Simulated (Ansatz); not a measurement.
Species: acetonitrile, C2H3N, net charge 0, singlet state. SMILES: N#CC
Geometry from a B3LYP-D3(BJ)/def2-TZVP (Ansatz, a first-principles code) optimisation:
```
C
H 1 1.0902
H 1 1.0902 2 108.78
H 1 1.0902 2 108.78 3 118.36
C 1 1.4544 2 110.15 3 -120.82
N 5 1.1493 3 150.78 1 180.00
```
Charge 0, spin multiplicity 1.

Computed values are from Ansatz. Valence correlation only, unless marked. UHF or UKS for open shells. Spin-orbit coupling is left out. No relativistic terms. Basis-set limits of correlation are two-point, X^-3; Hartree-Fock from the larger set. [CCSD(T)-MP2]/basis is that difference in the basis named.

**Question.** What is the total energy at RI-MP2/CBS(aug-cc-pVTZ,aug-cc-pVQZ)+[CCSD(T)-MP2]/aug-cc-pVTZ?

**Answer.** -132.5940 Eh.

**Question.** What is the dipole moment at CCSD(T)/aug-cc-pVDZ?

**Answer.** 3.89 D.

**Question.** What is the T1 diagnostic at CCSD/aug-cc-pVTZ?

**Answer.** 0.012.

**Question.** What is the atomisation energy De at RI-MP2/CBS(aug-cc-pVTZ,aug-cc-pVQZ)+[CCSD(T)-MP2]/aug-cc-pVTZ?

**Answer.** 614.4 kcal/mol.
